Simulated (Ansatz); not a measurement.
## Ansatz (development build ahead of 0.2.0) run

```yaml
crystal:
  periodic: [false, false, false]
  atoms:
    - { symbol: B, position_ang: [-0.00891, -0.00443, -0.00097] }
    - { symbol: H, position_ang: [0.71852, 0.72751, 0.73066] }
    - { symbol: H, position_ang: [0.72644, -0.72503, -0.73207] }
    - { symbol: H, position_ang: [-0.73036, 0.72714, -0.72818] }
    - { symbol: H, position_ang: [-0.72564, -0.73251, 0.72399] }
basis:
  gaussian: { orbitals: cc-pVTZ }
total_charge: -1
hamiltonian:
  xc: hf
correlation:
  method: mp2
  frozen_orbitals: { B: 1, H: 0 }
```

The input is written out in the form of the current development build from the run's settings.

The run gave:

```json
{
 "Converged": "yes",
 "Reference energy": "-26.98584 hartree",
 "Correlation energy": "-0.16516 hartree",
 "Total energy": "-27.15100 hartree",
 "Spin squared of the determinant": "0.000"
}
```

Caution: no diffuse functions for an anion.
